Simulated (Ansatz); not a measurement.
Write a Python script for the Python package of Ansatz (0.2.0) that makes the energy of protonation at one site of CH3NS, SMILES N=CS. Use (for the species named): B3LYP, def2-SVP basis, multiplicity 1.

The script reads `ch3ns.xyz`:
```text
6

N    -1.01310   -0.73860   -0.58420
C    -0.09550    0.00120   -0.12150
S     0.63490   -0.48740    1.35220
H    -1.32330   -0.26410   -1.47240
H     0.27740    0.90350   -0.64690
H     1.56160    0.52130    1.42670
```

The script, `ch3ns_pa.py`:
```python
"""Adding a proton to CH3NS."""

import ansatz
import numpy as np

BASIS_SET = "def2-SVP"
XC = "b3lyp"
NET_CHARGE = 1
FORCE_TOL = 0.01


def main() -> None:
    system = ansatz.Crystal.molecule_from_extxyz("ch3ns.xyz")

    model = (
        system.calculation()
        .basis(gaussian=BASIS_SET)
        .functional(XC)
    )
    symbols = [site.symbol for site in system.cartesian_sites]
    start = np.array([site.position_ang for site in system.cartesian_sites], dtype=float)
    report = model.relax(force_tolerance=0.01).run().report
    end = np.array(report["positions_ang"])

    # put the proton on the side away from the neighbours, slightly off axis
    away = sum((end[0] - end[j]) / np.linalg.norm(end[0] - end[j]) for j in [1, 3]) + np.array([0.15, 0.1, -0.2])
    proton = end[0] + 1.0 * away / np.linalg.norm(away)
    acid = ansatz.Crystal.molecule()
    for symbol, place in zip(symbols, end):
        acid = acid.atom(symbol, place.tolist())
    acid = acid.atom("H", proton.tolist())
    protonated = (
        acid.calculation()
        .basis(gaussian=BASIS_SET)
        .functional(XC)
        .charge(NET_CHARGE)
        .relax(force_tolerance=FORCE_TOL, max_steps=80)
    )
    after = protonated.run().report
    xyz = np.array(after["positions_ang"])
    reach = np.linalg.norm(xyz[:-1] - xyz[-1], axis=1)
    print(f"base {report['free_energy_ev']:.5f} eV, protonated {after['free_energy_ev']:.5f} eV")
    print(f"the proton ends {reach.min():.3f} A from {symbols[reach.argmin()]}{reach.argmin()}")
    print(f"electronic proton affinity {(report['free_energy_ev'] - after['free_energy_ev']):.3f} eV")


if __name__ == "__main__":
    main()
```

Output of `python ch3ns_pa.py`:
```text
base -13405.66687 eV, protonated -13415.53638 eV
the proton ends 1.023 A from N0
electronic proton affinity 9.870 eV
```

Total energies depend on the basis set; only differences at equal settings carry meaning. The proton is put on one chosen atom, which needn't be the most basic site, so the molecule's proton affinity can be higher; the ends are stationary points, not checked by frequencies, and zero-point and thermal terms count only where printed. b3lyp holds the VWN-RPA fit, as in Gaussian; the form of ORCA and Turbomole is b3lyp5. Hardware and time: 24 s on 1 thread of Arm Neoverse V1, with other jobs on the host, peak memory 0.21 GiB.
